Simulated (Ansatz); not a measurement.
This geometry of CH4BCl + H2 (9 atoms, charge 0, multiplicity 1) is a first-order saddle point.

Computed with Ansatz, RKS PBE0-D4/cc-pVDZ.

```xyz
9
Properties=species:S:1:pos:R:3
B 0.007 -0.317 -0.064
Cl -0.162 -0.108 2.122
H 1.034 0.268 -0.285
C -1.391 0.000 -0.691
H -2.218 -0.583 -0.259
H -1.634 1.070 -0.602
H -1.349 -0.231 -1.771
H 0.249 -1.570 0.087
H 0.106 -1.198 1.160
```

Q: Which two structures does it join? (They come from a converged band through this point; their orientation in space is the band's.)

A: Bonds broken: B1–Cl2, H8–H9. Bonds formed: B1–H8, Cl2–H9. CH4BCl + H2 becomes CH5B + ClH.

Initial state:

```xyz
9
Properties=species:S:1:pos:R:3
B -0.215 0.493 0.224
Cl -0.339 0.643 1.978
H 0.887 0.658 -0.236
C -1.461 0.199 -0.653
H -2.380 -0.026 -0.094
H -1.645 1.086 -1.289
H -1.244 -0.620 -1.360
H 0.534 -2.707 0.214
H 0.506 -2.396 0.910
```

Final state:

```xyz
9
Properties=species:S:1:pos:R:3
B -0.027 -0.452 -0.453
Cl -0.078 -0.205 2.294
H 0.949 0.260 -0.526
C -1.446 0.092 -0.805
H -2.281 -0.485 -0.380
H -1.593 1.165 -0.613
H -1.516 -0.036 -1.907
H 0.152 -1.644 -0.306
H 0.482 -1.366 2.391
```

Q: How far does it lie above each of them?

A: 1.02 eV above the first and 0.21 eV above the second. This is the barrier of this one path; another mechanism may lie lower. The orbitals stay closed-shell, which can raise the energy where a bond breaks towards radicals; this wasn't checked here.

Run time: 4 min on 1 thread of Arm Neoverse V1, with other jobs on the host, peak memory 0.14 GiB.
